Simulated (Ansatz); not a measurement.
We consider 2H MoTe2, described by LDA in Ansatz (PAW).

Rigid layers of the crystal as relaxed at this level are moved apart or together:

```tsv
run	k mesh	layer repeat (Å)	energy against free layers (meV/Å²)	gap on the mesh (eV)
1	12×12×4	6.68	-13.81	0.432
2	12×12×4	6.83	-15.05	0.647
3	12×12×4	6.98	-14.93	0.777
4	12×12×4	7.18	-13.61	0.871
5	12×12×4	7.48	-10.70	0.953
6	12×12×2	7.98	-6.16	1.072
7	12×12×2	8.98	-1.54	1.219
8	12×12×2	10.98	-0.04	1.227
```

The lowest energy of these points lies at a layer repeat of 6.83 Å.

Spin–orbit coupling is not included.

Note: the cell comes from a level without a dispersion term, which matters for the spacing of layers, chains or molecules.

Ansatz is a program for electronic structure.
